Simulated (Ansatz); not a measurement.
Compare A (`CC(F)C(=N)O`) with its isomer B (`C=NC(F)OC`).

Calculated with Ansatz (gas phase, PBE0-D4/def2-TZVP geometries, no zero-point term in ΔE). CCSD(T)/CBS adds triple-zeta CCSD(T) − MP2 to the extrapolated MP2 energy (def2 sets, frozen cores). Functionals use def2-TZVPP. B3LYP here is the variant with VWN-RPA as its local correlation; programs differ in this. One conformer a species, not always the lowest.

Problem. Which is lower in electronic energy at CCSD(T)/CBS, and by how much? (Estimate.)

Solution. Computed: A, by 25.1 kcal/mol.

Problem. Give E(B) − E(A) in kcal/mol with CCSD(T)/def2-TZVPP, HF/def2-TZVPP, B3LYP, B2PLYP, ωB97M-V, CCSD/def2-TZVPP, MP2/def2-TZVPP. (Estimate.)

Solution. Computed: CCSD(T)/def2-TZVPP 24.1, HF/def2-TZVPP 21.5, B3LYP 23.9, B2PLYP 24.5, ωB97M-V 25.2, CCSD/def2-TZVPP 23.9, MP2/def2-TZVPP 26.0. None reverses the order clearly.

Largest T1 diagnostic: 0.013.

In def2-TZVPP, CCSD(T) changes the Hartree–Fock value by +2.6 kcal/mol (the triples alone add +0.2 kcal/mol) and MP2 by +4.5 kcal/mol.
